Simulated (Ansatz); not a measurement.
A nudged elastic band was laid between two geometries of C2H6N2 (10 atoms, charge 0, multiplicity 1).

Level of theory: RKS PBE0/def2-SVP (Ansatz 0.2.0).

```json
{
 "movable images": "1",
 "climbing image": "no",
 "spring": "5.0 eV/Å²",
 "optimiser": "quadratic models (default)",
 "start path": "IDPP",
 "force threshold": "0.05 eV/Å",
 "iteration limit": "60",
 "end points": "relaxed"
}
```

Initial state:

```xyz
10
Properties=species:S:1:pos:R:3
C -1.168 0.853 -0.911
N -0.088 0.837 -0.258
C 0.589 -0.433 -0.074
N 0.951 -0.704 1.288
H -1.626 -0.055 -1.356
H -1.703 1.802 -1.064
H -0.015 -1.280 -0.462
H 1.512 -0.392 -0.680
H 1.516 0.062 1.652
H 0.115 -0.740 1.869
```

Final state:

```xyz
10
Properties=species:S:1:pos:R:3
C -1.087 0.954 -1.061
N -0.074 0.878 -0.314
C 0.436 -0.424 0.032
N 0.568 -0.511 1.467
H -1.623 0.067 -1.457
H -1.482 1.940 -1.345
H -0.227 -1.246 -0.314
H 1.393 -0.529 -0.527
H 1.196 0.223 1.793
H 0.984 -1.402 1.729
```

Task: Which bonds break or form, and what moves?

Result: No bond is made or broken. The height of N4 over the plane of its neighbours goes from 0.39 to -0.39 Å.

Task: What energy profile does the band end with?

Result: The forces met the threshold. The highest image is number 2 of 0 to 2, 0.149 eV above the first end and 0.000 eV above the last; the last end lies 0.149 eV above the first. The highest image is an end point: on this band no image between the ends rises above it. So few images can step over the top or miss a turn of the path.

```tsv
image	path coordinate (Å)	energy (eV)	height of N4 over the plane of its neighbours (Å)
0	0.00	0.000	0.39
1	0.83	0.145	0.33
2	1.66	0.149	-0.39
```

The run took 42 s on 1 thread of Arm Neoverse V1, on a shared host, peak memory 0.25 GiB.
